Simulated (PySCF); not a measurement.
# revPBE/6-31G(d) (spherical functions) run of Si2NH7 (SMILES [SiH3]N[SiH3])

Aim: the energy change on altering one bond length of Si2NH7 at revPBE/6-31G* (spherical functions), from 2 runs. 

The calculation is run with PySCF 2.14.0.

1 further run of the same task is left out (set aside as unsound or not needed).

## Step 1: The molecule

Si2NH7 has 10 atoms, charge 0, and is taken as a singlet. As SMILES, `[SiH3]N[SiH3]`. Geometry: relaxed at PBE0-D4/def2-TZVP.

Bond lengths: Si1–N2 1.726 Å, N2–Si3 1.726 Å, Si1–H4 1.484 Å, Si1–H5 1.490 Å, Si1–H6 1.488 Å, N2–H7 1.011 Å, Si3–H8 1.484 Å, Si3–H9 1.488 Å, Si3–H10 1.490 Å. Some angles: Si1–N2–Si3 128.9°, Si1–N2–H7 115.5°, Si3–N2–H7 115.5°, N2–Si1–H4 107.4°, N2–Si1–H5 112.6°, N2–Si1–H6 110.9°, N2–Si3–H8 107.4°, N2–Si3–H9 110.9°, N2–Si3–H10 112.6°, H4–Si1–H5 109.0°.

## Step 2: A single-point energy at revPBE/6-31G(d) (spherical functions)

File run.py:

```python
from pyscf import gto, dft

mol = gto.M(
    atom=[
    ('Si', (-1.042800, 0.758390, -0.879990)),
    ('N', (0.119990, 0.500410, 0.368670)),
    ('Si', (0.995830, -0.935260, 0.755390)),
    ('H', (-1.373610, -0.567260, -1.458240)),
    ('H', (-0.532280, 1.645360, -1.962590)),
    ('H', (-2.274280, 1.393560, -0.336440)),
    ('H', (0.361990, 1.317290, 0.912940)),
    ('H', (0.403090, -2.042290, -0.034740)),
    ('H', (0.897240, -1.243020, 2.208320)),
    ('H', (2.444830, -0.827180, 0.426680)),
],
    basis='6-31g*',
    verbose=3,
    spin=0,
    charge=0,
    max_memory=1860,
)

calc0 = dft.RKS(mol)
calc0.xc = 'revpbe'
calc0.grids.level = 5
calc0.conv_tol = 1e-10
calc0.kernel()
if not calc0.converged:
    calc0 = calc0.newton().run(calc0.mo_coeff, calc0.mo_occ)

e_final = calc0.e_tot
print(f'total energy: {e_final:.8f} hartree')
```

Run with:

```sh
$ OMP_NUM_THREADS=1 python run.py
```

Output:

```text
converged SCF energy = -637.777718421657
total energy: -637.77771842 hartree
```

Run time: 30 s. Hardware: 1 thread of Intel Xeon at 2.50GHz (Skylake/Cascade Lake), shared host; peak memory 0.34 GiB.

## Step 3: The distorted shape at the same level

File calc.py:

```python
from pyscf import gto, dft

mol = gto.M(
    atom='''
Si      -0.924489       1.127710      -2.623546
N        0.238301       0.869730      -1.374886
Si       1.114141      -0.565940      -0.988166
H       -1.255299      -0.197940      -3.201796
H       -0.413969       2.014680      -3.706146
H       -2.155969       1.762880      -2.079996
H        0.480301       1.686610      -0.830616
H        0.521401      -1.672970      -1.778296
H        0.897240      -1.243020       2.208320
H        2.563141      -0.457860      -1.316876
''',
    max_memory=1860,
    charge=0,
    verbose=4,
    basis='6-31g*',
)

mf = dft.RKS(mol, xc='revpbe')
mf.conv_tol = 1e-10
mf.grids.level = 5
mf.kernel()
if not mf.converged:
    mf = mf.newton().run(mf.mo_coeff, mf.mo_occ)

etot = mf.e_tot
print('E(%s) = %.9f' % ('REVPBE', etot))
```

Run with:

```sh
$ OMP_NUM_THREADS=1 python calc.py
```

Output:

```text
PySCF version 2.14.0

[INPUT] num. atoms = 10
[INPUT] num. electrons = 42
[INPUT] charge = 0
[INPUT] spin (= nelec alpha-beta = 2S) = 0
[INPUT] symmetry False subgroup None
[INPUT] Mole.unit = angstrom
[INPUT] Symbol           X                Y                Z      unit          X                Y                Z       unit  Magmom
[INPUT]  1 Si    -0.924489000000   1.127710000000  -2.623546000000 AA   -1.747031015173   2.131063047933  -4.957783415198 Bohr   0.0
[INPUT]  2 N      0.238301000000   0.869730000000  -1.374886000000 AA    0.450323625210   1.643551502318  -2.598157992499 Bohr   0.0
[INPUT]  3 Si     1.114141000000  -0.565940000000  -0.988166000000 AA    2.105421354149  -1.069471602936  -1.867363105607 Bohr   0.0
[INPUT]  4 H     -1.255299000000  -0.197940000000  -3.201796000000 AA   -2.372171314440  -0.374052389096  -6.050517546728 Bohr   0.0
[INPUT]  5 H     -0.413969000000   2.014680000000  -3.706146000000 AA   -0.782288034060   3.807193428639  -7.003600917652 Bohr   0.0
[INPUT]  6 H     -2.155969000000   1.762880000000  -2.079996000000 AA   -4.074190943052   3.331360390473  -3.930622780191 Bohr   0.0
[INPUT]  7 H      0.480301000000   1.686610000000  -0.830616000000 AA    0.907637347355   3.187230978953  -1.569636754682 Bohr   0.0
[INPUT]  8 H      0.521401000000  -1.672970000000  -1.778296000000 AA    0.985305091074  -3.161455114614  -3.360492408410 Bohr   0.0
[INPUT]  9 H      0.897240000000  -1.243020000000   2.208320000000 AA    1.695537868005  -2.348967367357   4.173119995400 Bohr   0.0
[INPUT] 10 H      2.563141000000  -0.457860000000  -1.316876000000 AA    4.843634508644  -0.865230003393  -2.488534980013 Bohr   0.0

nuclear repulsion = 152.886275170474
number of shells = 36
number of NR pGTOs = 157
number of NR cGTOs = 64
basis = 6-31g*
ecp = {}

******** <class 'pyscf.dft.rks.RKS'> ********
method = RKS
initial guess = minao
damping factor = 0
level_shift factor = 0
DIIS = <class 'pyscf.scf.diis.CDIIS'>
diis_start_cycle = 1
diis_space = 8
diis_damp = 0
SCF conv_tol = 1e-10
SCF conv_tol_grad = None
SCF max_cycles = 50
direct_scf = True
direct_scf_tol = 1e-13
XC library pyscf.dft.libxc version 7.0.0
    S. Lehtola, C. Steigemann, M. J.T. Oliveira, and M. A.L. Marques.,  SoftwareX 7, 1–5 (2018)
XC functionals = revpbe
    Y. Zhang and W. Yang.,  Phys. Rev. Lett. 80, 890 (1998)
    J. P. Perdew, K. Burke, and M. Ernzerhof.,  Phys. Rev. Lett. 77, 3865 (1996)
    J. P. Perdew, K. Burke, and M. Ernzerhof.,  Phys. Rev. Lett. 78, 1396 (1997)
radial grids:
    Treutler-Ahlrichs [JCP 102, 346 (1995); DOI:10.1063/1.469408] (M4) radial grids

becke partition: Becke, JCP 88, 2547 (1988); DOI:10.1063/1.454033
pruning grids: <function nwchem_prune>
grids dens level: 5
symmetrized grids: False
atomic radii adjust function: <function treutler_atomic_radii_adjust>
small_rho_cutoff = 0
Set gradient conv threshold to 1e-05
Initial guess from minao.
tot grids = 294000
init E= -637.554425159672
  HOMO = -0.211316294787495  LUMO = -0.150906908804116  gap/eV = 1.64382
cycle= 1 E= -637.547387964721  delta_E= 0.00704  |g|= 0.508  |ddm|= 2.66
  HOMO = -0.168364452536687  LUMO = -0.0512233312632708  gap/eV = 3.18757
cycle= 2 E= -637.109968985127  delta_E= 0.437  |g|= 0.915  |ddm|= 2.15
  HOMO = -0.188296500102459  LUMO = -0.11005064086771  gap/eV = 2.12918
cycle= 3 E= -637.548777626113  delta_E= -0.439  |g|= 0.311  |ddm|= 2.18
  HOMO = -0.169219302502262  LUMO = -0.114091428958422  gap/eV = 1.50011
cycle= 4 E= -637.58056252808  delta_E= -0.0318  |g|= 0.257  |ddm|= 1.12
  HOMO = -0.187715498718497  LUMO = -0.132436818606235  gap/eV = 1.50421
cycle= 5 E= -637.623319853663  delta_E= -0.0428  |g|= 0.121  |ddm|= 0.734
  HOMO = -0.184760716456546  LUMO = -0.133337328862086  gap/eV = 1.39930
cycle= 6 E= -637.634411742437  delta_E= -0.0111  |g|= 0.00964  |ddm|= 0.242
  HOMO = -0.185454533300328  LUMO = -0.13399433681787  gap/eV = 1.40030
cycle= 7 E= -637.634346835189  delta_E= 6.49e-05  |g|= 0.0115  |ddm|= 0.0293
  HOMO = -0.185304526450935  LUMO = -0.133894390881623  gap/eV = 1.39894
cycle= 8 E= -637.634369101926  delta_E= -2.23e-05  |g|= 0.0103  |ddm|= 0.00497
  HOMO = -0.185351550442437  LUMO = -0.133973604023599  gap/eV = 1.39807
cycle= 9 E= -637.634383592475  delta_E= -1.45e-05  |g|= 0.00925  |ddm|= 0.00217
  HOMO = -0.185284316619045  LUMO = -0.133914341561202  gap/eV = 1.39785
cycle= 10 E= -637.634392111961  delta_E= -8.52e-06  |g|= 0.00866  |ddm|= 0.0013
  HOMO = -0.185257415009016  LUMO = -0.133953537852805  gap/eV = 1.39605
cycle= 11 E= -637.634424122874  delta_E= -3.2e-05  |g|= 0.00554  |ddm|= 0.00568
  HOMO = -0.185067673270029  LUMO = -0.133871978320281  gap/eV = 1.39311
cycle= 12 E= -637.634447037233  delta_E= -2.29e-05  |g|= 0.000406  |ddm|= 0.0112
  HOMO = -0.185094064487954  LUMO = -0.133891866898145  gap/eV = 1.39328
cycle= 13 E= -637.634447164674  delta_E= -1.27e-07  |g|= 5.34e-05  |ddm|= 0.000726
  HOMO = -0.185094939312586  LUMO = -0.133891818584128  gap/eV = 1.39331
cycle= 14 E= -637.634447166661  delta_E= -1.99e-09  |g|= 2.29e-06  |ddm|= 9.54e-05
  HOMO = -0.185094793155824  LUMO = -0.133891625825989  gap/eV = 1.39331
cycle= 15 E= -637.63444716666  delta_E= 6.82e-13  |g|= 1.91e-06  |ddm|= 6.05e-06
  HOMO = -0.185094561605677  LUMO = -0.133891664396798  gap/eV = 1.39330
Extra cycle  E= -637.634447166544  delta_E= 1.16e-10  |g|= 1.27e-05  |ddm|= 2.64e-05
converged SCF energy = -637.634447166544
E(REVPBE) = -637.634447167
```

It took 43 s on 1 thread of Intel Xeon at 2.50GHz (Skylake/Cascade Lake), shared host; peak memory 0.34 GiB.

## Step 4: What came out

At revPBE/6-31G* (spherical functions):

| quantity | value |
| --- | --- |
| first shape: total energy | -637.77772 Eh |
| first shape: dipole moment | 0.94 D |
| first shape: HOMO energy | -5.90 eV |
| first shape: LUMO energy | -0.37 eV |
| first shape: HOMO–LUMO gap | 5.52 eV |
| distorted shape: total energy | -637.63445 Eh |
| distorted shape: dipole moment | 3.22 D |
| distorted shape: HOMO energy | -5.04 eV |
| distorted shape: LUMO energy | -3.64 eV |
| distorted shape: HOMO–LUMO gap | 1.39 eV |
| energy change with the Si3–H9 bond stretched from 1.488 to 3.275 Å | 3.899 eV |

In words: One bond (distorted shape) is far stretched, which a spin-restricted single reference describes badly; a broken-symmetry solution may lie lower. With the Si3–H9 bond stretched from 1.488 to 3.275 Å the energy rises by 3.90 eV (90 kcal/mol). The first shape isn't relaxed at this level, so the change isn't measured from a minimum. A restricted reference can't describe the breaking bond well at this length. Mulliken charges (first shape) run from -0.79 on N2 to +0.42 on Si1; they depend strongly on the basis.
